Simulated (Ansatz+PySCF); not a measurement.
doublet O2(-): levels of theory in one basis

```yaml
atoms:
  - { symbol: O, position_ang: [0.0000, 0.0000, -0.5941] }
  - { symbol: O, position_ang: [0.0000, 0.0000, 0.5941] }
```

Basis set: aug-cc-pVDZ (spherical functions). Left uncorrelated: 2 orbitals. Correlation on ROHF uses semicanonical orbitals with singles. Charge -1, multiplicity 2.

Computed with Ansatz (development build ahead of 0.2.0); each method stands on the lowest determinant of its kind that the runs found. NEVPT2 correlates all electrons. Active spaces start from the frontier orbitals, and the lowest solution found is given.

```json
{"method": "ROHF", "E − E(ROHF) (eV)": "0.00", "<S²> of the determinant": "0.75"}
{"method": "UHF", "E − E(ROHF) (eV)": "-0.27", "<S²> of the determinant": "0.78"}
{"method": "ROHF-MP2", "E − E(ROHF) (eV)": "-10.77", "<S²> of the determinant": "–"}
{"method": "UHF-MP2", "E − E(ROHF) (eV)": "-10.59", "<S²> of the determinant": "0.78"}
{"method": "ROHF-CCSD", "E − E(ROHF) (eV)": "-10.80", "<S²> of the determinant": "–"}
{"method": "UHF-CCSD", "E − E(ROHF) (eV)": "-10.82", "<S²> of the determinant": "0.78"}
{"method": "CASSCF(13,8)", "E − E(ROHF) (eV)": "-1.41", "<S²> of the determinant": "–"}
{"method": "CASSCF(3,3)", "E − E(ROHF) (eV)": "-0.63", "<S²> of the determinant": "–"}
{"method": "SC-NEVPT2(3,3)", "E − E(ROHF) (eV)": "-10.78", "<S²> of the determinant": "–"}
{"method": "SC-NEVPT2(13,8)", "E − E(ROHF) (eV)": "-9.67", "<S²> of the determinant": "–"}
```

(1) What does ROHF-CCSD(T) give on the same scale?

(2) Is a single determinant a sound starting point here?

## Answers

(1) -11.14 eV.

(2) By this sign, yes. Unrestricted orbitals gain 0.27 eV and <S²> is 0.78 against 0.75 for a pure state. The CASSCF(13,8) natural occupations are 2.00, 2.00, 2.00, 2.00, 1.98, 1.97, 1.02, 0.03. The CASSCF(3,3) natural occupations are 1.98, 1.00, 0.02.

Caution for CASSCF(3,3): other starts end on other solutions of this active space.
